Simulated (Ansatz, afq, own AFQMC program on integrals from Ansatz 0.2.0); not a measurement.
P, quartet → P⁺, triplet

A free P atom.

E(triplet, charge +1) − E(quartet, charge +0) at this geometry, on UHF and UHF determinants.

Basis 6-31G. Noble-gas cores (and the filled d shells of Ga–Kr and In–Xe) are frozen. AFQMC by an in-house program on the Cholesky factors that Ansatz 0.2.0 writes for its CCSD(T) run. The CISD trial takes its coefficients from CCSD amplitudes. Released means that phaseless walkers are propagated on without the constraint, phases kept. ± is one standard error of the sampling. The errors of all members are added in quadrature.

Full CI on the same integrals is exact in this basis and with this determinant's frozen core.

Errors are counted within 6-31G, not against nature.

```tsv
level	vertical ionization energy (kcal/mol)
CCSD	228.2
MP2	230.6
```

Problem. From these cheaper values, estimate the vertical ionization energy at the reference level in 6-31G.

Solution. 228.2 kcal/mol (full CI in 6-31G).

```
         level  vertical ionization energy (kcal/mol)  error against FCI (kcal/mol)
            HF                                  231.6                           3.4
       CCSD(T)                                  228.2                           0.0
         CCSDT                                  228.2                           0.0
      CCSDT(Q)                                  228.2                           0.0
 ph-AFQMC/CISD                           228.2 ± 0.01                    0.0 ± 0.01
released AFQMC                           228.2 ± 0.01                    0.0 ± 0.01
```

Correlation beyond CCSD(T) changes it by less than 2 meV. The perturbative (T) step is worth +0.0 kcal/mol.

CCSDT and higher add their correlation energy to the determinant of the CCSD(T) run, since their own runs factorise the integrals more tightly (a shift of under 2 meV). A walk keeps the symmetry of its determinant, which the program's search chose and which needn't be the lowest solution, so a lower state of the same spin and another symmetry isn't excluded. Released energies are given only where the last usable release times agree within the noise; a slower fall can still hide under it.
